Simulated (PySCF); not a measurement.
**EPR parameters of C3H8NO**

Compound: C₃H₈NO (doublet state).
Structure used (GFN2-xTB), in Å, numbered top down from 1:
```xyz
13
C3H8NO angstrom
C      1.8571   -0.2480    0.4003
O      0.7309   -0.7716   -0.2595
C     -0.3092    0.1450   -0.5016
C     -1.6328   -0.4839    0.0223
N     -0.0362    1.4143   -0.0393
H      2.3207    0.5471   -0.1908
H      2.5442   -1.0822    0.5263
H      1.5767    0.1743    1.3696
H     -0.4276    0.1699   -1.6153
H     -1.7278   -1.4895   -0.3742
H     -1.5890   -0.5258    1.1072
H     -2.4809    0.1204   -0.2876
H     -0.8305    2.0305   -0.1752
```

The hyperfine couplings belong to this conformer and change with its torsions.

As a line formula: `CO[C@@H](C)[NH]` [radical].

Level of theory: PySCF, UKS B3LYP, pcH-1 on C H N O, non-relativistic, mean-field spin-orbit, GIAO. Isolated species at its GFN2-xTB geometry (one conformer only). Couplings are sensitive to structure, and on GFN2-xTB geometries they can be far from those on DFT ones. Stability of the SCF solution: not tested.

```json
{
 "g1, g2, g3": "2.00211, 2.00387, 2.00717",
 "g_iso": "2.00438",
 "Form of g": "rhombic: the two nearest values differ by 35 % of g3 − g1",
 "⟨S²⟩": "0.7542 (exact 0.7500)",
 "Total energy": "-249.04844 Eh"
}
```

Hyperfine couplings atom by atom, in 10⁻⁴ cm⁻¹; T1 to T3 are the principal values of the dipolar part (1 × 10⁻⁴ cm⁻¹ = 2.998 MHz):

| atom | isotope | a_iso | T1 | T2 | T3 | Mulliken spin population |
| --- | --- | --- | --- | --- | --- | --- |
| C1 | 13C | -0.7 | -0.6 | 0.3 | 0.3 | 0.00 |
| O2 | 17O | 0.0 | -1.8 | 0.8 | 1.1 | 0.02 |
| C3 | 13C | -14.7 | -1.5 | 0.2 | 1.3 | -0.07 |
| C4 | 13C | 29.2 | -2.7 | -2.6 | 5.4 | 0.07 |
| N5 | 14N | 10.0 | -13.7 | -13.5 | 27.2 | 0.90 |
| H6 | 1H | 2.8 | -1.4 | -0.9 | 2.3 | 0.00 |
| H7 | 1H | -0.2 | -0.6 | -0.5 | 1.0 | 0.00 |
| H8 | 1H | 3.1 | -1.5 | -0.9 | 2.5 | 0.00 |
| H9 | 1H | 81.8 | -2.3 | -1.0 | 3.3 | 0.11 |
| H10 | 1H | 1.0 | -1.6 | -0.7 | 2.3 | 0.01 |
| H11 | 1H | -1.9 | -2.1 | -0.7 | 2.8 | 0.01 |
| H12 | 1H | -2.0 | -1.7 | -0.9 | 2.7 | 0.00 |
| H13 | 1H | -18.1 | -16.2 | -3.0 | 19.2 | -0.03 |

The Mulliken spin populations are largest on N5 (+0.90), H9 (+0.11), C3 (-0.07) and C4 (+0.07). N5 is the only atom above +0.15. The positive populations add up to 1.11 and the negative ones to -0.11, together 2S = 1.

Under fast tumbling the dipolar parts average out, and these isotropic splittings remain: 1 × 1H (H9, I = 1/2, 2 lines) with 8.74 mT, 1 × 1H (H13, I = 1/2, 2 lines) with 1.94 mT, 1 × 14N (N5, I = 1, 3 lines) with 1.07 mT, 3 × 1H (H6/H7/H8, I = 1/2, 4 lines) with 0.20 mT and 3 × 1H (H10/H11/H12, I = 1/2, 4 lines) with 0.10 mT.

Class means assume fast exchange of nuclei equivalent by connectivity; if that motion is slow, each nucleus keeps its own coupling. The three 1H nuclei of mean +5.7 MHz run from -0.6 to 9.3 MHz in the frozen geometry. The three 1H nuclei of mean -2.9 MHz run from -6.0 to 3.0 MHz in the frozen geometry.

The 13C coupling of C4 (87.4 MHz) shows only in satellite lines or after enrichment, since that isotope makes up about 1.07 % of natural carbon.
